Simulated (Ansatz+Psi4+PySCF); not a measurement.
A calculation with Ansatz (development build ahead of 0.2.0).

```yaml
crystal:
  periodic: [false, false, false]
  atoms:
    - { symbol: B, position_ang: [0.3, 0.3, 0.3] }
    - { symbol: H, position_ang: [-0.40239, -0.39097, 0.96732] }
    - { symbol: H, position_ang: [0.3399, 0.14529, -0.87923] }
    - { symbol: H, position_ang: [0.96248, 1.14568, 0.81191] }
basis:
  gaussian: { orbitals: cc-pVTZ }
total_charge: 1
magnetization:
  initial_magnetization: 1
hamiltonian:
  xc: hf
correlation:
  method: mp2
  frozen_orbitals: { B: 1, H: 0 }
```

The input is written out in the form of the current development build from the run's settings. Correlation on restricted open-shell orbitals is semicanonical, with singles.

Results

- Converged: yes
- Reference energy: -25.93911 hartree
- Correlation energy: -0.08657 hartree
- Total energy: -26.02569 hartree
- Spin squared of the determinant: 0.750
- Stability test: minimum among restricted orbitals

Caution: MP2 on this radical cation hangs on the determinant chosen; the determinant breaks the point group.
